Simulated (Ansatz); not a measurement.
Ideal-gas functions of CH₆BN (`BNC`) at 800 K and 1 bar, from an Ansatz frequency run at PBE0-D4/def2-TZVP.

Molar mass 42.88 g/mol, point group Cs (symmetry number 1), electronic degeneracy 1, moments of inertia 11.004, 53.017, 60.858 u Å². Harmonic wavenumbers (cm⁻¹, unscaled): 183, 402, 438, 810, 898, 994, 996, 1149, 1173, 1203, 1347, 1452, 1486, 1490, 1559, 2569, 2651, 3035, 3089, 3146, 3617.

Use S(trans) = R[1.5 ln M + 2.5 ln T − 1.1517]; rotational temperatures θ = 24.2544 K / I; S(rot) = R[ln(√π/σ · √(T³/θAθBθC)) + 1.5]; for each mode x = 1.438777 ν̃/T, S = R[x/(eˣ − 1) − ln(1 − e⁻ˣ)] and H = RT x/(eˣ − 1); 1 cm⁻¹ = 0.0119627 kJ/mol; R = 8.31446 J/(mol·K).

By hand: the entropy, in J/(mol·K).

Translation 176.2. Rotation: θ = 2.2041, 0.4575, 0.3985 K, giving 104.4. Vibration, mode by mode: 17.59, 11.19, 10.51, 5.88, 5.18, 4.51, 4.50, 3.62, 3.50, 3.35, 2.73, 2.35, 2.24, 2.23, 2.02, 0.46, 0.41, 0.23, 0.21, 0.19, 0.09, in all 83.0. Electronic 0.0. Sum 363.6 J/(mol·K).

By hand: H − E and G − E in kJ/mol, counted from the electronic energy.

Zero-point energy ½ × 33687 × 0.0119627 = 201.5; thermal vibration 38.6; translation, rotation and pV give 4 RT = 26.6. H − E = 266.7 kJ/mol, and G − E = 266.7 − 800 × 363.6/1000 = -24.2 kJ/mol.

Vibration gives 23 % of the entropy.
